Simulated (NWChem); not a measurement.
Species: C2H3O, doublet; SMILES C[C]=O

```xyz
6

C      0.1025     1.1659     0.0000
C     -0.4294    -0.2428     0.0000
O      0.1734    -1.2729     0.0000
H     -0.2963     1.6970     0.8879
H     -0.2963     1.6970    -0.8879
H      1.2141     1.1921     0.0000
```
Atoms are numbered in this order, from 1.

Level: PBE-D3(BJ)/def2-SVP, spin-unrestricted (NWChem), optimised geometry, unscaled harmonic frequencies. In the optimisation the excess spin sits in a' (Cs, its own frame).

### Question
List the harmonic frequencies with IR intensities, and the thermochemistry.

### Answer
| frequency (cm⁻¹) | IR intensity (km/mol) |
|---|---|
| 119 | 3.2 |
| 451 | 3.8 |
| 863 | 3.8 |
| 896 | 0.1 |
| 1007 | 14.1 |
| 1277 | 17.8 |
| 1371 | 13.6 |
| 1373 | 20.4 |
| 1900 | 134.6 |
| 2949 | 9.6 |
| 3066 | 7.8 |
| 3077 | 0.0 |

```json
{
  "zero_point_energy": "26.2 kcal/mol",
  "thermal correction to the enthalpy at 298.15 K (with zero-point energy)": "29.3 kcal/mol",
  "heat capacity Cv": "11.1 cal/(mol K)",
  "entropy at 298.15 K and 1 atm (symmetry number 1, electronic part: spin degeneracy alone)": "64.2 cal/(mol K)",
  "dipole_moment": "2.32 D"
}
```

Rigid rotor and harmonic oscillator.
